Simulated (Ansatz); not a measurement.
Geometry optimisation, RKS PBE0/cc-pVDZ in Ansatz.

Input:

```yaml
crystal:
  periodic: [false, false, false]
  atoms:
    - { symbol: Si, position_ang: [-0.114322, 0.078725, -0.902603] }
    - { symbol: O, position_ang: [1.162246, 0.198053, 1.648472] }
    - { symbol: H, position_ang: [0.757065, -0.607564, 2.000768] }
    - { symbol: H, position_ang: [1.781437, -0.147261, 0.960762] }
    - { symbol: H, position_ang: [-1.134413, 1.190713, -0.614707] }
    - { symbol: H, position_ang: [-1.031514, -0.994066, -0.274091] }
basis:
  gaussian: { orbitals: cc-pVDZ }
hamiltonian:
  xc: pbe0
relax:
  f_tol: 0.03
  max_steps: 50
output:
  orbitals: {}
```

Launched with:

```bash
$ ansatz run input.yaml --threads 1 --pin off --max-ram 2048MiB --backend cpu --events-out ev --progress --plain --runs-dir out
```

Task: Where does it end, and by what steps?

Result: The run converged. After 7 steps the energy has fallen by 0.529 eV; O2 moved furthest, 0.57 Å. Joined: Si1–O2 (2.86 → 2.10 Å).

| step | energy less start (eV) | largest force component (eV/Å) | accepted |
| --- | --- | --- | --- |
| 0 | 0.0000 | 1.240 | yes |
| 1 | -0.1615 | 1.643 | yes |
| 2 | -0.3251 | 1.568 | yes |
| 3 | -0.4734 | 0.879 | yes |
| 4 | -0.4943 | 0.504 | yes |
| 5 | -0.5237 | 0.100 | yes |
| 6 | -0.5280 | 0.063 | yes |
| 7 | -0.5286 | 0.029 | yes |

```xyz
6
Properties=species:S:1:pos:R:3
Si 0.004 0.108 -0.749
O 0.983 0.189 1.104
H 0.436 -0.230 1.785
H 1.794 -0.337 1.054
H -1.014 1.103 -0.170
H -0.782 -1.113 -0.206
```

Whether the end is a true minimum wasn't checked by a vibrational analysis.

The run took 3.6 s on 1 thread of AMD EPYC 9R45 96-Core Processor (Zen 5) (shared host), peak memory 0.12 GiB.
